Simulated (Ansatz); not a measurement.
Input for Ansatz (development build ahead of 0.2.0):

```yaml
crystal:
  periodic: [false, false, false]
  atoms:
    - { symbol: C, position_ang: [0.00951, -0.02211, -0.80339] }
    - { symbol: C, position_ang: [0.03304, -0.02206, 0.78992] }
    - { symbol: H, position_ang: [-0.0065, -0.97485, -1.15836] }
    - { symbol: H, position_ang: [-0.89276, 0.51549, -1.11559] }
    - { symbol: H, position_ang: [0.88134, 0.56121, -1.17194] }
    - { symbol: H, position_ang: [-0.01466, 1.02776, 1.21276] }
    - { symbol: H, position_ang: [-0.93131, -0.50945, 1.1877] }
    - { symbol: H, position_ang: [0.89811, -0.56007, 1.15743] }
basis:
  gaussian: { orbitals: STO-3G }
hamiltonian:
  xc: hf
```

The input is written out in the form of the current development build from the run's settings.

Output:

```yaml
Converged: yes
Total_energy: -78.29180 hartree
Spin_squared_of_the_determinant: 0.000
```
